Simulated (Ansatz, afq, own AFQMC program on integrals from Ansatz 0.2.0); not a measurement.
**Where AFQMC and coupled cluster stand for F⁺, triplet**

A free F cation.

Basis aug-cc-pVTZ. Only valence electrons are correlated. AFQMC by an in-house program on the Cholesky factors that Ansatz 0.2.0 writes for its CCSD(T) run. ph-AFQMC/CISD is guided by a CISD state made of CCSD amplitudes; releasing the constraint for a short imaginary time cuts its bias at the price of noise, slowly where states lie close. Uncertainties: one standard error, sampling alone.

Determinant: UHF, the one that the program's search chose, which needn't be the lowest solution.

No full CI on the walks' own integrals is used here; CCSDT(Q) serves as the reference and is uncertain by about the last step of the cluster series.

* T1 diagnostic: 0.0043
* weight of the determinant in the CISD state: 0.975
* ⟨S²⟩ of the determinant: 2.005
* size of the correlated space: 6 electrons in 45 orbitals

Reference: CCSDT(Q), correlation energy -4.428 eV. The released energy is read at 2.40 1/Eh (meV from the phaseless value at times in 1/Eh: -1 ± 3 at 0.24, -3 ± 3 at 0.51, -12 ± 3 at 0.99, -7 ± 5 at 1.62, -3 ± 5 at 2.40).

```
         level  E − E(reference) (kJ/mol)  share of correlation (%)
            HF                      427.2                      0.00
           MP2                       46.5                     89.12
          CCSD                        6.4                     98.51
       CCSD(T)                        0.6                     99.86
         CCSDT                        0.1                     99.98
 ph-AFQMC/CISD                  0.4 ± 0.3                     99.91
released AFQMC                  0.1 ± 0.5                     99.97
```

A walk keeps the symmetry of its determinant, which the program's search chose and which needn't be the lowest solution, so a lower state of the same spin and another symmetry isn't excluded. Released energies are given only where the last usable release times agree within the noise; a slower fall can still hide under it.
